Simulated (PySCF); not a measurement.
Series nitrenes, diatomics and small unsaturated species, computed as singlets and as triplets. Isolated molecules, 0 K electronic values unless said otherwise. One relaxed conformer stands for each flexible species; it need not be the lowest. Strings in code marks are SMILES.

B3LYP has the VWN-RPA correlation part, as in Gaussian. 

A: multiplicity 3 (`[B]F` (excited triplet))
B: multiplicity 3 (`C=C` (excited triplet))
C: multiplicity 3 (`[C]=[SiH2]` (near-degenerate triplet))
D: multiplicity 3 (`C=O` (excited triplet))
E: multiplicity 3 (`[Si]=[Si]` (lower triplet))
F: multiplicity 3 (`C=[SiH2]` (excited triplet))

**Question.** Order them by highest occupied spin orbital (lowest first) at the level B3LYP-D3(BJ)/def2-TZVP in PySCF 2.14.0.

**Answer.** C (-6.77 eV), B (-5.94 eV), F (-5.82 eV), E (-5.57 eV), D (-5.47 eV), A (-4.46 eV)
